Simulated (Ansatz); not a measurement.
A nudged elastic band was laid between two geometries of C$_{2}$H$_{8}$N$_{2}$O (13 atoms, charge 0, multiplicity 1).

Level of theory: Ansatz 0.2.0, RKS PBE/6-31G*.

| Property | Result |
| --- | --- |
| movable images | 9 |
| climbing image | yes |
| spring | 5.0 eV/Å² |
| optimiser | quadratic models (default) |
| start path | IDPP |
| force threshold | 0.05 eV/Å |
| iteration limit | 27 |
| end points | relaxed |

Initial state:

```xyz
13
Properties=species:S:1:pos:R:3
C -1.784 0.229 0.155
N -0.583 -0.587 -0.071
C 0.656 0.106 0.212
N 1.846 -0.731 0.123
O 0.822 1.194 -0.702
H -1.829 1.157 -0.450
H -2.679 -0.379 -0.057
H -1.822 0.516 1.221
H -0.554 -0.871 -1.060
H 0.584 0.474 1.259
H 1.738 -1.526 0.766
H 1.886 -1.129 -0.826
H 1.738 1.512 -0.554
```

Final state:

```xyz
13
Properties=species:S:1:pos:R:3
C -1.732 0.237 0.112
N -0.508 -0.566 0.012
C 0.713 0.153 0.361
N 1.894 -0.701 0.265
O 0.925 1.368 -0.358
H -1.732 1.154 -0.512
H -2.599 -0.386 -0.163
H -1.864 0.551 1.162
H -0.409 -0.944 -0.941
H 0.603 0.483 1.410
H 1.661 -1.603 0.702
H 2.076 -0.910 -0.727
H 0.990 1.127 -1.308
```

**Question.** Which bonds break or form, and what moves?

**Answer.** No bond is made or broken. The dihedral N4–C3–O5–H13 goes from -45 to 66°.

**Question.** Give the energies along the band, and the barrier.

**Answer.** The forces met the threshold. The highest image is number 7 of 0 to 10, 0.183 eV above the first end and 0.002 eV above the last; the last end lies 0.180 eV above the first. The top lies less than 8 meV above the higher end, about what the thresholds resolve: that end is a shoulder or a very shallow well. A vibrational analysis at the climbing image gives one clearly imaginary mode, 175i cm⁻¹: a first-order saddle point.

| image | path coordinate (Å) | energy (eV) | dihedral N4–C3–O5–H13 (°) |
| --- | --- | --- | --- |
| 0 | 0.00 | 0.000 | -45 |
| 1 | 0.18 | 0.006 | -38 |
| 2 | 0.36 | 0.032 | -25 |
| 3 | 0.54 | 0.078 | -10 |
| 4 | 0.72 | 0.129 | 5 |
| 5 | 0.90 | 0.163 | 20 |
| 6 | 1.08 | 0.179 | 34 |
| 7 | 1.26 | 0.183 | 47 |
| 8 | 1.39 | 0.182 | 54 |
| 9 | 1.53 | 0.181 | 61 |
| 10 | 1.67 | 0.180 | 66 |

**Question.** What is the geometry of the highest image?

**Answer.** 
```xyz
13
Properties=species:S:1:pos:R:3
C -1.754 0.210 0.061
N -0.517 -0.574 -0.053
C 0.680 0.154 0.360
N 1.883 -0.668 0.268
O 0.882 1.401 -0.311
H -1.744 1.161 -0.509
H -2.605 -0.405 -0.274
H -1.919 0.457 1.125
H -0.393 -0.868 -1.033
H 0.532 0.436 1.418
H 1.725 -1.507 0.841
H 1.962 -1.028 -0.697
H 1.287 1.197 -1.180
```

Time of the run: 3.8 min on 1 CPU thread of a shared host.
